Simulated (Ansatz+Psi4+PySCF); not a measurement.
A calculation with Psi4 1.11.

```
molecule {
0 1
Si 0.000000 0.000000 -0.007080
S 0.000000 0.000000 2.323080
}

set basis cc-pV(T+d)Z
set reference rhf
set scf_type pk
energy('scf')
```

The input is written out from the run's settings.

Output:

| Property | Result |
| --- | --- |
| Converged | yes |
| Total energy | -686.44151 hartree |
| Spin squared of the determinant | 0.000 |
| Occupied orbitals by symmetry in an Abelian subgroup (alpha; beta) | 9 A1 3 B1 3 B2; 9 A1 3 B1 3 B2 |

Caution: stretched shape with no unrestricted run beside it, a lower state can exist; unrestricted orbitals would lower the determinant.
